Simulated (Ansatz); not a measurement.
Reaction (SMILES): [N+](#[C-])[CH2] → N#C[CH2]

Property: isomerisation energy (electronic), in kcal/mol. Terms: UHF or UKS for open shells; six Cartesian d functions in 6-31G* and its kin unless marked 5d; valence correlation only; 6-311+G** with 5d; spin-orbit terms left out; non-relativistic; LANL2DZ all-electron up to Ne. Ab initio and DFT rows: single points at B3LYP-D3(BJ) geometries (Ansatz, an electronic-structure program). A UHF reference is markedly spin-contaminated in at least one set, which strains HF and MP2.

| level | program | isomerisation energy (electronic) (kcal/mol) |
|---|---|---|
| MP2/STO-3G | Ansatz | -25.7 |
| MP2/3-21G | Ansatz | -23.6 |
| MP2/LANL2DZ | Ansatz | -17.4 |
| MP2/6-31G* | Ansatz | -21.2 |
| MP2/6-311+G** | Ansatz | -20.3 |

No value to compare with is used here. The 5 habitual levels span -25.7 (MP2/STO-3G) to -17.4 kcal/mol (MP2/LANL2DZ).

The sets are all those run for this method; runs whose electronic state is in doubt are left out.
